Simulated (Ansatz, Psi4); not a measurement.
## Heat of formation of C2H3ClO (acetyl chloride) from total energies

C2H3ClO has 7 atoms, charge 0, and is taken as a singlet. As SMILES, `CC(=O)Cl`. The shape is that of a PBE0-D4/def2-TZVP optimisation.

Total energies at wB97X/cc-pVDZ (Psi4 1.11); the atoms run unrestricted:

| species | state | energy (Eh) |
| --- | --- | --- |
| C2H3ClO | singlet | -613.420487 |
| C | triplet | -37.839575 |
| O | triplet | -75.050248 |
| Cl | doublet | -460.139087 |
| H | doublet | -0.500603 |

Harmonic wavenumbers at PBE0-D4/def2-TZVP, in cm⁻¹: 136, 346, 451, 528, 622, 972, 1041, 1124, 1383, 1454, 1457, 1909, 3072, 3150, 3180.

Measured heats of formation of the gaseous atoms at 298.15 K, in kJ/mol: C 716.9, O 249.2, Cl 121.3, H 218.0. Spin-orbit lowering of the atoms at 298 K (mean of the ground term's levels less their thermal mean, from spectra), in kJ/mol: C 0.02, O 0.40, Cl 3.44. Take 1 Eh = 2625.50 kJ/mol, 1 cm⁻¹ = 0.0119627 kJ/mol, RT = 2.479 kJ/mol.

Question: Work out the heat of formation of the gas at 298 K.

Answer: 
1. Electronic atomisation energy: 2 × (-37.839575) + (-75.050248) + (-460.139087) + 3 × (-0.500603) − (-613.420487) = 1.050193 Eh = 2757.3 kJ/mol.
2. Zero-point energy: half the sum of the wavenumbers, 10412.5 cm⁻¹ = 124.6 kJ/mol.
3. Thermal vibrational enthalpy, Σ hcν̃/(exp(hcν̃/kT) − 1): 4.6 kJ/mol. Translation, rotation and pV of a non-linear molecule: 4 RT = 9.9 kJ/mol.
4. The 7 free atoms carry 5/2 RT each: 43.4 kJ/mol.
5. Spin-orbit coupling lowers the free atoms by 2 × 0.02 + 0.40 + 3.44 = 3.9 kJ/mol.
6. Atomisation enthalpy at 298 K: 2757.3 − 3.9 − 124.6 − 4.6 − 9.9 + 43.4 = 2657.7 kJ/mol.
7. Sum of the atoms' heats of formation: 2458.3 kJ/mol. Heat of formation: 2458.3 − 2657.7 = -199.4 kJ/mol.

The tabulated value is -241.5 kJ/mol (Active Thermochemical Tables), so this level is off by +42.1 kJ/mol, or 1.6 % of the atomisation enthalpy that the table implies (2699.7 kJ/mol). Anharmonicity and any spin-orbit splitting of the molecule are left out.
